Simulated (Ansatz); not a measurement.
C4H4OS can be A, `Oc1ccsc1`, or B, `Oc1cccs1`.

Isolated molecules relaxed with PBE0-D4/def2-TZVP in Ansatz; ΔE leaves out vibrations. CCSD(T)/CBS adds triple-zeta CCSD(T) − MP2 to the extrapolated MP2 energy (def2 sets, frozen cores). DFT in def2-TZVPP. B3LYP here is the variant with VWN-RPA as its local correlation; programs differ in this. One conformer a species, not always the lowest.

**Question.** Which isomer does CCSD(T)/CBS put lower? Give the gap. (Best estimate.)

**Answer.** Computed: A, by 11.9 kJ/mol.

**Question.** Give E(B) − E(A) in kJ/mol with B3LYP, PBE0-D4, B2PLYP, CCSD(T)/def2-SVP, PBE-D4, B3LYP-D4, ωB97M-V. (Best estimate.)

**Answer.** Ansatz gave: B3LYP 11.4, PBE0-D4 11.7, B2PLYP 11.9, CCSD(T)/def2-SVP 8.9, PBE-D4 11.0, B3LYP-D4 11.0, ωB97M-V 10.9. None reverses the order clearly.

**Question.** Does the order hold for the free energy at 298.15 K (harmonic terms from PBE0-D4)? (Best estimate.)

**Answer.** Computed: Yes: G(B) − G(A) = +10.7 kJ/mol, for one conformer each.

Largest T1 diagnostic: 0.013.

Leaving LDA and LC-ωPBE aside and taking each functional with its dispersion term where it has one, the values, not all of them listed here, spread over 2.2 kJ/mol, from BLYP-D4 to B97M-V. At CCSD(T), def2-SVP lies −3.0 kJ/mol from the extrapolated value and def2-TZVPP −0.1 kJ/mol.
